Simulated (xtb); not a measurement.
xtb input (GFN2-xTB):

```bash
xtb mol.xyz --gfn 2 --ohess tight --chrg -1 --uhf 0
```
mol.xyz:
```
3

N      0.00469994     0.47834117     0.05837237
H     -0.79383517    -0.22634486    -0.03630082
H      0.82590093    -0.26578817    -0.06083974
```

End of the output:

```
           -------------------------------------------------
          | TOTAL ENERGY               -4.003175876838 Eh   |
          | TOTAL ENTHALPY             -3.981973962902 Eh   |
          | TOTAL FREE ENERGY          -4.003478500101 Eh   |
          | GRADIENT NORM               0.000289990643 Eh/α |
          | HOMO-LUMO GAP               9.882595166559 eV   |
           -------------------------------------------------

------------------------------------------------------------------------
Note: The following floating-point exceptions are signalling: IEEE_DENORMAL
normal termination of xtb
------------------------------------------------------------------------
 total:
 SCF:
 ANC optimizer:
 analytical hessian:
```
